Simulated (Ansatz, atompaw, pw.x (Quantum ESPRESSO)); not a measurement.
Ta: one change to the PAW (atompaw) potential, in the atom and in the bcc crystal

- Element: tantalum
- Generator: atompaw 4.2.0.5
- Type: PAW
- Functional: PBE
- Relativity: scalar-relativistic
- Frozen core: [Kr] 4d10 4f14
- Valence charge: 13
- Reference configuration: 5s2 5p6 5d3.5 6s1.5 6p0
- Partial waves: 5s (bound): rc 1.85 bohr; 6s (bound): rc 3.00 bohr; 5p (bound): rc 1.60 bohr; 6p (bound, empty): rc 3.00 bohr; 5d (bound): rc 3.00 bohr; 5d channel at 2.5 Ry: rc 3.00 bohr
- Local potential: bessel scheme, radius 2.35 bohr
- Core correction: smooth core density matched at 2.90 bohr
- Augmentation charge: sinc compensation charge, radius 2.60 bohr; PAW radius 3.00 bohr; waves and projectors: custom polynom vanderbiltortho

Change: all radii scaled by about 0.82 (s 1.52, p 1.32, d 2.46 bohr); local potential bessel scheme, radius 1.92 bohr; augmentation sinc compensation charge, radius 2.14 bohr; PAW radius 2.46 bohr; waves and projectors: custom polynom vanderbiltortho; core correction smooth core density matched at 2.38 bohr.

Cutoffs, loose and tight: the cutoffs (Ry, on a coarse ladder) from which the occupation-weighted sum of valence levels, in a spherical-Bessel basis at the reference potential, stays within 10 and 1 mRy of its value at 400 Ry. They see the waves, projectors and local potential, not the compensation charge or the core.

Crystal test: bcc Ta in pw.x 7.5, no spin, 14³ k-points, Fermi–Dirac smearing 0.01 Ry, cutoffs set for each file from its atomic test. The reference is all-electron LAPW (Ansatz 0.2.0) with the same functional, mesh and smearing; V0 and B0 come from Birch–Murnaghan fits to the pressures at five volumes. Errors are pseudo minus all-electron; Δ is the rms difference of the E(V) curves that follow from these fits, minima aligned, over ±6 % about the mean V0. Mesh and smearing are coarse, so the numbers serve the comparison and aren't converged zero-temperature values; the lattice is a test structure that the element need not adopt.

All-electron: a0 = 3.321 Å (V0 = 18.31 Å³/atom), B0 = 193.2 GPa.

**Question.** Does the change bring the crystal closer to the all-electron result?

**Answer.** The mean pressure error goes from +10.03 to -1.24 GPa, so the change moves the solid closer to the all-electron pressures.

```json
{"quantity": "outcome (atom)", "base": "generated", "changed": "generated"}
{"quantity": "cutoff, loose (atom)", "base": "25 Ry", "changed": "45 Ry"}
{"quantity": "cutoff, tight (atom)", "base": "45 Ry", "changed": "70 Ry"}
{"quantity": "bound ghosts (atom)", "base": "none", "changed": "none"}
{"quantity": "cutoffs in pw.x (Ry)", "base": "55/550", "changed": "85/850"}
{"quantity": "a0 (Å)", "base": "–", "changed": "3.314"}
{"quantity": "a0 error (%)", "base": "–", "changed": "-0.21"}
{"quantity": "B0 error (%)", "base": "–", "changed": "+1.1"}
{"quantity": "Δ (meV/atom)", "base": "–", "changed": "4.9"}
{"quantity": "mean pressure error (GPa)", "base": "+10.03", "changed": "-1.24"}
```

A dash: not determined, or the minimum lies outside the volumes sampled.

Base: The largest radius (3.00 bohr) exceeds half the bond length (2.71 bohr), so the spheres overlap, which is one possible source of error among others. This is a poor potential for the solid. The atomic cutoffs weigh occupied waves only.
